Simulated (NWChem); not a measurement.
O₃ anion, doublet

```xyz
3

O     -1.1351     0.0000    -0.2390
O      0.0000     0.0000     0.4780
O      1.1351     0.0000    -0.2390
```
Atoms are numbered in this order, from 1.

Program: NWChem. Spin-unrestricted. In the optimisation the excess spin sits in b2 (C2v, its own frame). Sets without diffuse functions describe the anion's extra electron poorly. The geometry was optimised at B3LYP/def2-SVPD, spin-unrestricted. No stability test was run on the SCF state. The highest occupied level is positive in some or all of these runs, so the extra electron may be held by the finite basis. Level BLYP/def2-TZVP: single points from the atomic guess with DIIS by default; each run changes one setting, and all converged runs end within 0.3 mHa of each other. NWChem's automatic level shift, which a small gap switches on, acted in some of these runs.

Problem. Which setting needs the most SCF iterations, or fails (no level shifting; DIIS on 3 Fock matrices; no DIIS, 40 % damping; defaults)?

Solution. no DIIS, 40 % damping, with 20 against 7 for the defaults.
```csv
setting,SCF iterations
defaults,7
"no DIIS, 40 % damping",20
DIIS on 3 Fock matrices,10
no level shifting,7
```
